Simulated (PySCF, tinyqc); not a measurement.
Ways to converge the cycle: SCF convergence aids in the sto-6g basis, for CO, spin multiplicity 1. Computed by the program tinyqc with PySCF. Command: `OMP_NUM_THREADS=1 python tinyqc.py 114403 114404 out.jsonl`; one thread of a shared host (Intel(R) Xeon(R) Processor @ 2.60GHz), about 2 s.

Geometry (angstrom):
```
atom       x       y       z
C     0.0000  0.0000  0.0000
O     0.0000  0.0000  1.4680
```

lowest restricted solution found by these runs and by PySCF = -112.146612 hartree

RHF with one setting changed at a time; a run stops when the energy changes by less than 1e-09 hartree and the error matrix is below 1e-5. The start is the Wolfsberg-Helmholz matrix. Damping d keeps d of the old density; a shift (hartree) raises the virtual levels; DIIS n extrapolates F over n matrices.

Largest element of the error matrix X^T (FDS - SDF) X:
```
iteration    plain  damping 0.3  damping 0.6  shift 0.4   DIIS 3   DIIS 8
1          4.5e-01      4.5e-01      4.5e-01    4.5e-01  4.5e-01  4.5e-01
2          1.0e+00      4.9e-01      2.9e-01    2.8e-01  1.0e+00  1.0e+00
3          7.7e-01      2.5e-01      1.8e-01    1.1e-01  1.1e-01  1.1e-01
4          1.7e+00      2.0e-01      1.3e-01    5.3e-02  2.0e-02  2.0e-02
5          8.3e-01      1.6e-01      9.3e-02    2.4e-02  5.7e-03  5.3e-03
6          2.0e+00      1.1e-01      6.6e-02    1.4e-02  1.8e-03  1.2e-03
8          2.0e+00      5.6e-02      3.3e-02    4.3e-03  1.3e-04  1.2e-05
10         2.0e+00      2.9e-02      1.6e-02    1.4e-03  8.8e-06        -
14         2.0e+00      7.3e-03      4.3e-03    2.2e-04        -        -
20         2.0e+00      9.3e-04      6.9e-04    3.4e-05        -        -
30         2.0e+00      3.4e-05      1.7e-04          -        -        -
45         6.9e-01            -      2.0e-05          -        -        -
60         2.0e+00            -            -          -        -        -
```

How each run ends:
```
run          iterations  E (hartree)                                           state
plain               >60   -107.06012  has stopped falling
damping 0.3          36   -112.14661                                    lowest found
damping 0.6          51   -112.14661                                    lowest found
shift 0.4            25   -112.14661                                    lowest found
DIIS 3               10   -112.14661                                    lowest found
DIIS 8                9   -112.14661                                    lowest found
```

5 of 6 runs reach the lowest restricted solution found, in 9 to 51 iterations (fastest: DIIS 8). Not converged: plain. Plain steps overshoot here, and damping or a shift shortens them enough to converge. DIIS 3 and DIIS 8 gain by cancelling the error over several earlier matrices, much as a quasi-Newton step does. The restricted reference is unstable here: a spin-polarised solution lies 0.0476 hartree lower (PySCF), so results built on it describe a poor reference.
